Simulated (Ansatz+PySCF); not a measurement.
Results of a calculation; reference values are marked as such.
This PySCF input gave a total energy of -155.91318 hartree.

```python
from pyscf import gto, scf

mol = gto.M(atom="""
C 1.161250 0.000000 0.137580
C 0.000000 1.161250 -0.137580
C -1.161250 0.000000 0.137580
C 0.000000 -1.161250 -0.137580
H 1.516730 0.000000 1.272890
H 2.128770 0.000000 -0.553470
H 0.000000 1.516730 -1.272890
H 0.000000 2.128770 0.553470
H -2.128770 0.000000 -0.553470
H -1.516730 0.000000 1.272890
H 0.000000 -2.128770 0.553470
H 0.000000 -1.516730 -1.272890
""", basis='def2-svp', charge=0, spin=0)
mf = scf.UHF(mol)
mf.init_guess = 'atom'
mf.kernel()
while True:  # follow internal instabilities
    mo, _, stable, _ = mf.stability(return_status=True)
    if stable: break
    mf.kernel(mf.make_rdm1(mo, mf.mo_occ))
print(mf.converged, mf.e_tot, mf.spin_square()[0])
```

(1) Write an input for Ansatz with the same method and basis set.

Results:

(1)

```yaml
crystal:
  periodic: [false, false, false]
  atoms:
    - { symbol: C, position_ang: [1.16125, 0.0, 0.13758] }
    - { symbol: C, position_ang: [0.0, 1.16125, -0.13758] }
    - { symbol: C, position_ang: [-1.16125, 0.0, 0.13758] }
    - { symbol: C, position_ang: [0.0, -1.16125, -0.13758] }
    - { symbol: H, position_ang: [1.51673, 0.0, 1.27289] }
    - { symbol: H, position_ang: [2.12877, 0.0, -0.55347] }
    - { symbol: H, position_ang: [0.0, 1.51673, -1.27289] }
    - { symbol: H, position_ang: [0.0, 2.12877, 0.55347] }
    - { symbol: H, position_ang: [-2.12877, 0.0, -0.55347] }
    - { symbol: H, position_ang: [-1.51673, 0.0, 1.27289] }
    - { symbol: H, position_ang: [0.0, -2.12877, 0.55347] }
    - { symbol: H, position_ang: [0.0, -1.51673, -1.27289] }
basis:
  gaussian: { orbitals: def2-SVP }
magnetization:
  spin_polarized: true
hamiltonian:
  xc: hf
```

Ansatz (development build ahead of 0.2.0) gave -155.91317 hartree, 0.14 meV from the first.
